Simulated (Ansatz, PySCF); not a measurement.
B(Cl)3 anion (BCl3), SMILES B(Cl)(Cl)Cl (connectivity only; charge and spin as stated), charge -1, multiplicity 2. Atoms are numbered in the order given.

```xyz
4

B      0.0000     0.0000    -0.4041
Cl     1.5514    -0.8957     0.1332
Cl    -1.5514    -0.8957     0.1332
Cl     0.0000     1.7914     0.1332
```
Charge -1, spin multiplicity 2.

The structure is a stationary point at B3LYP-D3(BJ)/def2-SVPD. The multiplicity is an assumed one; other spin states were not compared. The isomer is the one that the SMILES or the coordinates give; other isomers of the formula were not compared.

Two levels are set side by side: PBE-D3(BJ)/def2-SVPD (Ansatz, an electronic-structure program) and B3LYP-D3(BJ)/def2-SVPD (Ansatz). Each level has its own optimised geometry; the coordinates shown are those of the second. Frequencies come from the Hessian of PySCF at each geometry. Differences are taken from unrounded values.

| quantity | B3LYP-D3(BJ) |
|---|---|
| mean bond length (Å) | 1.870 |
| bond B1–Cl2 (Å) | 1.870 |
| bond B1–Cl3 (Å) | 1.870 |
| bond B1–Cl4 (Å) | 1.870 |
| highest harmonic wavenumber (cm⁻¹) | 661 |
| mean harmonic wavenumber (cm⁻¹) | 426 |
| zero-point energy (kcal/mol) | 3.65 |

Task: What does PBE-D3(BJ) give, and how far is it from B3LYP-D3(BJ)? (Estimate from the structure and the level; the computed values follow.)

Result: 
```csv
quantity,PBE-D3(BJ),PBE-D3(BJ) minus B3LYP-D3(BJ)
mean bond length (Å),1.867,-0.003
bond B1–Cl2 (Å),1.867,-0.003
bond B1–Cl3 (Å),1.867,-0.003
bond B1–Cl4 (Å),1.867,-0.003
highest harmonic wavenumber (cm⁻¹),667,6
mean harmonic wavenumber (cm⁻¹),423,-3
zero-point energy (kcal/mol),3.63,-0.02
```

On these quantities the two levels nearly agree.
